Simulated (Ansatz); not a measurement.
Predict the output of the script below (Ansatz 0.2.0, Python API).

`run_deck.py`
```python
import logging
import sys

import ansatz as az

logging.basicConfig(stream=sys.stdout, format="%(levelname)s %(message)s")
log = logging.getLogger("ansatz_job")
log.setLevel(logging.INFO)

DECK = """
crystal:
  periodic: [false, false, false]
  atoms:
    - { symbol: C, position_ang: [2.0893, -0.1045, 0.0434] }
    - { symbol: C, position_ang: [0.6268, -0.0614, 0.0455] }
    - { symbol: C, position_ang: [-0.575, -0.0237, 0.0396] }
    - { symbol: C, position_ang: [-2.0374, 0.0171, 0.0335] }
    - { symbol: F, position_ang: [-2.4968, -0.8852, -0.8735] }
    - { symbol: Cl, position_ang: [-2.5816, 1.6373, -0.4274] }
    - { symbol: H, position_ang: [2.4965, 0.467, 0.8828] }
    - { symbol: H, position_ang: [2.4896, 0.3197, -0.8823] }
    - { symbol: H, position_ang: [2.4482, -1.1347, 0.128] }
    - { symbol: H, position_ang: [-2.4596, -0.2316, 1.0105] }
basis:
  gaussian: { orbitals: def2-SVP }
correlation:
  method: mp2
"""


def main() -> None:
    session = az.Session.from_yaml(DECK)
    data = session.plan(threads=1).execute().report

    log.info("reference energy %16.6f eV" % data["reference_energy_ev"])
    log.info("total energy     %16.6f eV" % data["free_energy_ev"])
    print("occupied orbitals outside the frozen core (up, down):", data["n_occupied"], " frozen:", data["n_frozen"], " virtual:", data["n_virtual"])
    symbols = ["C", "C", "C", "C", "F", "Cl", "H", "H", "H", "H"]
    parts = data["correlation"]
    for name in ("random_phase", "coupled_cluster", "perturbative"):
        if name in parts:
            log.info(f"{name:16s} {parts[name]['energy']['hartree']:12.7f} Ha")
    if "second_order" in parts:
        pair = parts["second_order"]
        log.info(f"MP2 same spin {pair['same_spin']['hartree']:.7f} Ha, opposite spin {pair['opposite_spin']['hartree']:.7f} Ha")
    state = data["mean_field"]["state"]
    log.info(f"mean field: {state['energy']['hartree']:.7f} Ha, <S^2> = {abs(state['spin_squared']):.4f}, stability: {state.get('stability', {}).get('kind')}")


if __name__ == "__main__":
    main()
```

Output of `python run_deck.py`:
```text
INFO reference energy    -19383.353071 eV
INFO total energy        -19406.223058 eV
occupied orbitals outside the frozen core (up, down): [17, 17]  frozen: 10  virtual: [81, 81]
INFO MP2 same spin -0.2163716 Ha, opposite spin -0.6240849 Ha
INFO mean field: -712.3250868 Ha, <S^2> = 0.0000, stability: minimum
```

Caveats:
- Total energies depend on the basis set; only differences at equal settings carry meaning.
- The geometry is a force-field or estimated start, not a minimum of this method, and the basis set is short of its limit.
- Hardware and time: 2.5 s on 1 thread of Arm Neoverse V1 (shared host), peak memory 0.23 GiB.
